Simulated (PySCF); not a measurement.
chloromethane cation (CH₃Cl), SMILES CCl (connectivity only; charge and spin as stated), charge +1, multiplicity 2. Atoms are numbered in the order given.

```xyz
5

C     -1.0860    -0.0307     0.0000
Cl     0.6370    -0.0009     0.0000
H     -1.4693    -0.4356     0.9506
H     -1.3739     1.0701     0.0000
H     -1.4693    -0.4356    -0.9506
```
Charge +1, spin multiplicity 2.

Coordinates come from a PBE-D3(BJ)/def2-TZVP optimisation. A frequency run showed that this geometry is not a minimum. The spin state was assumed, not searched.

These are B3LYP/pcH-1 in PySCF values and carry that method's errors.

Unrestricted Kohn–Sham, ⟨S²⟩ = 0.753. Hyperfine tensors hold the contact and dipolar terms, without spin-orbit corrections.

Computed hyperfine couplings:
```
nucleus     A(iso) (MHz)  A(iso) (G)  dipolar principal values (MHz)
----------  ------------  ----------  ------------------------------
13C no. 1          -22.4        -8.0              -15.2, -13.3, 28.5
35Cl no. 2          23.5         8.4           -144.3, -141.1, 285.4
1H no. 3            61.4        21.9                -7.4, -5.4, 12.8
1H no. 4           348.7       124.4               -12.8, -7.6, 20.3
1H no. 5            61.4        21.9                -7.4, -5.4, 12.8
```
